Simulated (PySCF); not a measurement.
## Nuclear quadrupole coupling in `CC#CC(=O)[O-]`

Compound: C₄H₃O₂ (charge -1).
Cartesian coordinates in Å at the PBE0-D3(BJ)/def2-SVP level; atoms count from 1:
```
atom  x, y, z in Å
C1    -1.7919    0.0782   -0.2980
C2    -0.3627   -0.0141   -0.0418
C3     0.8359   -0.0956    0.1710
C4     2.3327   -0.1972    0.4353
O5     2.9606    0.8543    0.2373
O6     2.7084   -1.3182    0.8105
H7    -2.3855   -0.4351    0.4798
H8    -2.0610   -0.3881   -1.2625
H9    -2.1449    1.1247   -0.3381
```

Field gradients from the PBE0/pcSseg-1 density (PySCF, non-relativistic), principal values in atomic units, ordered |Vxx| ≤ |Vyy| ≤ |Vzz|:

| atom | Vxx | Vyy | Vzz |
| --- | --- | --- | --- |
| O5 | 0.4344 | 0.9567 | -1.3911 |
| O6 | 0.4369 | 0.9553 | -1.3922 |

Problem. Find the asymmetry η = (Vxx − Vyy)/Vzz and the couplings χ = eQV/h (234.96 MHz × Q in barn × V in au), with Q(17O) = −0.0256 b.

Solution. 
| atom | environment | nucleus | η | χzz (MHz) | χxx (MHz) | χyy (MHz) |
| --- | --- | --- | --- | --- | --- | --- |
| O5 | carboxylate oxygen | 17O | 0.38 | 8.37 | -2.61 | -5.75 |
| O6 | carboxylate oxygen | 17O | 0.37 | 8.37 | -2.63 | -5.75 |

Problem. What is Vzz at O6 in SI units (1 au = 9.71736 × 10²¹ V/m²)?

Solution. -1.3922 au = -13.528 × 10²¹ V/m².

Problem. And the gradient at the other heavy atoms, for which no coupling is worked out here?

Solution. 
```tsv
atom	environment	Vzz (au)	η
C1	propargylic carbon	0.059	0.05
C2	alkyne carbon	0.166	0.87
C3	alkyne carbon	-0.385	0.15
C4	carboxylate carbon	-0.338	0.80
```

Problem. What couplings would deuterons (Q(2H) = 0.00286 b) have in place of the hydrogens, at this geometry?

Solution. 
```tsv
atom	bonded to	bond length (Å)	Vzz (au)	η	χzz (kHz)
H7	C1	1.105	0.2881	0.01	194
H8	C1	1.105	0.2888	0.02	194
H9	C1	1.105	0.2876	0.01	193
```

Isolated species at its PBE0-D3(BJ)/def2-SVP geometry, gas phase. The pcSseg-1 basis has no diffuse functions, a weakness for an anion. The small basis limits the accuracy of the gradients.

The run behind these numbers computed NMR shieldings as well. On an Arm Neoverse V2 with one thread, no GPU (shared host), this took 6.7 s wall.
